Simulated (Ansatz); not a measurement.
A calculation on hcp Os returned lattice constant a 2.713 Å, lattice parameter c 4.287 Å.

For reference: lattice constant a 2.734 Å (measured, 293 K, no zero-point or thermal correction, our sources range from 2.734 to 2.740; as tabulated in Wikipedia's data pages); lattice parameter c 4.320 Å (measured, 293 K, no zero-point or thermal correction; as tabulated in Wikipedia's data pages).

Question: Which level of theory produced these numbers?
A) B3LYP (VWN-RPA form) (Ansatz (a program for electronic structure))
B) r²SCAN0 (Ansatz)
C) PBE+SOC (Ansatz)
D) rVV10 (Ansatz)

Answer: B, r²SCAN0 (Ansatz)

The others give: PBE+SOC 2.756 Å, 4.344 Å; B3LYP (VWN-RPA form) 2.760 Å, 4.355 Å; rVV10 2.777 Å, 4.385 Å.

Unless a cell is named, each level is at its own relaxed cell (B3LYP (VWN-RPA form) 14.36, PBE+SOC 14.29, r²SCAN0 13.66, rVV10 14.64 Å³/atom).

Ansatz's density-functional and Hartree–Fock values are scalar-relativistic unless marked +SOC, with PAW data made under PBE.
